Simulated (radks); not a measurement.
**Fractional charge and spin in the 3s shell of phosphorus**

One table from this session's results is given with a row withheld; the runs are named, their logs left out.

Method: scalar-relativistic Kohn-Sham, PBE, spin-polarised, spherical densities, point nucleus. Code: radks (a radial shooting solver on a logarithmic mesh, Libxc functionals) version 1.

**What is computed**

* element: phosphorus (Z = 15)
* configuration: [Ne] 3p(up 0.5, down 0.5) 3s(up 1, down 1)

A shell typed twice in an input gives spin up, then spin down.

Set-up of the first run:

Input:

```text
Z 15
configuration [Ne] 3p0.5 3p0.5 3s1 3s1
relativity scalar-relativistic
functional pbe,pbe
spin polarised
nucleus point
c 137.035999084
```

Steps of the session up to this table: 3s: up 1, down 1.

One table of the session follows, with a row left open; its other results are not shown here.

It belongs to the step «3s: up 1, down 1». From the orbitals of this run (lengths in bohr):

| level | <r> | outermost maximum (interpolated) | 90 % within | nodes |
| --- | --- | --- | --- | --- |
| 1s | 0.1036 | 0.0676 | 0.185 | 0 |
| 2s | 0.5191 | 0.419 | 0.815 | 1 |
| 2p | 0.4842 | 0.354 | 0.809 | 0 |
| 3s | ? | ? | ? | ? |
| 3p | 1.971 | 1.68 | 3.00 | 1 |

Estimate the missing values for 3s.

**Answer.** <r>: 1.743; outermost maximum (interpolated): 1.51; 90 % within: 2.60; nodes: 2. In the column «<r>» it lies between 2s (0.5191) and 3p (1.971).
